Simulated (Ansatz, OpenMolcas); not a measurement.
A ladder of methods for SiH2Cl2 (dichlorosilane (DCS))

SiH2Cl2 has 5 atoms, charge 0, and is taken as a singlet. SMILES: `Cl[SiH2]Cl`. The shape is that of a PBE0-D4/def2-TZVP optimisation.

Each level gives the vertical electron affinity (to the doublet anion) (eV). The values are calculated.

The electron affinity is E(neutral) − E(anion): positive where the electron is bound.

| level | kind | program | value (eV) | CPU time (all runs) |
| --- | --- | --- | --- | --- |
| HF/6-311+G** | Hartree–Fock | Ansatz | -1.44 | 18 s |
| BLYP/6-311+G** | GGA | Ansatz | -0.87 | 1.8 min |
| revPBE/6-311+G** | GGA | OpenMolcas | -0.82 | 79 s |
| B3LYP/6-311+G** | global hybrid | Ansatz | -0.85 | 2.4 min |
| CAM-B3LYP/6-311+G** | range-separated hybrid | Ansatz | -1.04 | 88 s |
| RPA@PBE/6-311+G** | RPA | Ansatz | -1.08 | 1.7 min |
| RPA@PBE0/6-311+G** | RPA | Ansatz | -1.22 | 4.4 min |
| CCSD/6-311+G** | coupled cluster or CI | Ansatz | -1.24 | 84 s |

Where it was recorded, the anion's HOMO is positive in HF/6-311+G**, BLYP/6-311+G**, revPBE/6-311+G**, B3LYP/6-311+G**, CAM-B3LYP/6-311+G**: a fault of the level (basis or self-interaction), which says nothing on whether the real anion is bound. The values span -1.44 to -0.82 eV. Negative values mean that the anion is unbound at that level; they are set by how diffuse the basis is and aren't properties of the molecule, whose anion may well be bound. CPU times are rough (shared hosts, several kinds of processor and program).
